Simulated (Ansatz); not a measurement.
**CH₆NSi radical: small, medium and large basis sets**

The task here is to estimate one member of a computed series from the others.

Program: Ansatz 0.2.0, Gaussian basis. Level of theory: one geometry, several basis sets. These are calculated values, not measurements.

The runs, in order: PBE0-D4/def2-SVP; ωB97M-V/def2-SVP; PBE0-D4/def2-QZVPP; ωB97M-V/def2-QZVPP; CCSD(T)/cc-pV(D+d)Z; CCSD(T)/cc-pV(T+d)Z; CCSD(T)/cc-pV(Q+d)Z; the functionals' def2-TZVPP values are taken from earlier runs.

### The relaxed structure

An earlier PBE0-D4 in a triple-zeta def2 set relaxation fixed the geometry.

9 atoms, charge 0, spin multiplicity 2.

Atoms are counted from 1 here; the program's logs count them from 0.

Bond lengths: C1–Si2 1.876 Å, C1–H4 1.094 Å, C1–H5 1.092 Å, C1–H6 1.093 Å, Si2–N3 1.730 Å, Si2–H7 1.497 Å, N3–H8 1.008 Å, N3–H9 1.009 Å. Angles: Si2–C1–H4 110.5°, Si2–C1–H5 110.3°, Si2–C1–H6 111.2°, H4–C1–H5 108.6°, H4–C1–H6 108.4°, H5–C1–H6 107.7°, C1–Si2–N3 108.6°, C1–Si2–H7 111.3°, N3–Si2–H7 105.8°, Si2–N3–H8 119.1°, Si2–N3–H9 119.4°, H8–N3–H9 110.4°.

Coordinates:

```
C    -0.6784    0.8106   -0.8374
Si    0.8526    0.1925    0.0527
N     0.3728   -1.0004    1.2100
H    -1.2052   -0.0203   -1.3157
H    -0.4032    1.5376   -1.6047
H    -1.3659    1.3027   -0.1452
H     1.7847   -0.5038   -0.8892
H     1.0772   -1.5866    1.6306
H    -0.3462   -0.7786    1.8817
```

The first run:

Contents of in.yaml:

```yaml
crystal:
  periodic: [false, false, false]
  atoms:
    - {symbol: C, position_ang: [-0.678396, 0.810636, -0.837431]}
    - {symbol: Si, position_ang: [0.852586, 0.192450, 0.052749]}
    - {symbol: N, position_ang: [0.372802, -1.000401, 1.210033]}
    - {symbol: H, position_ang: [-1.205214, -0.020311, -1.315689]}
    - {symbol: H, position_ang: [-0.403191, 1.537608, -1.604726]}
    - {symbol: H, position_ang: [-1.365861, 1.302672, -0.145155]}
    - {symbol: H, position_ang: [1.784742, -0.503807, -0.889174]}
    - {symbol: H, position_ang: [1.077188, -1.586599, 1.630629]}
    - {symbol: H, position_ang: [-0.346157, -0.778648, 1.881665]}
basis:
  gaussian: {orbitals: def2-SVP}
magnetization: {spin_polarized: true, initial_magnetization: 1}
hamiltonian: {xc: pbe0, dispersion: d4}
output: {orbitals: {seedname: orbitals}}
```

Launch:

```
$ ansatz run in.yaml --threads 2 --pin off --events-out ev --progress --plain --max-ram 32768MiB --backend cpu
```

Steps of the session up to this table: PBE0-D4 in def2-SVP; ωB97M-V in def2-SVP; PBE0-D4 in def2-QZVPP; ωB97M-V in def2-QZVPP.

One table of the session follows, with a row left open; its other results are not shown here.

```
functional       basis  HOMO (eV)  LUMO (eV)
   PBE0-D4    def2-SVP      -4.83      -1.24
   PBE0-D4  def2-TZVPP          ?          ?
   PBE0-D4  def2-QZVPP      -5.03      -1.44
   ωB97M-V    def2-SVP      -6.60       0.42
   ωB97M-V  def2-TZVPP      -6.77       0.20
   ωB97M-V  def2-QZVPP      -6.82       0.06
```

**Question.** Estimate the row for PBE0-D4, def2-TZVPP.

**Answer.** HOMO (eV): -4.99; LUMO (eV): -1.36. In the column «HOMO (eV)» it lies between PBE0-D4, def2-QZVPP (-5.03) and PBE0-D4, def2-SVP (-4.83).
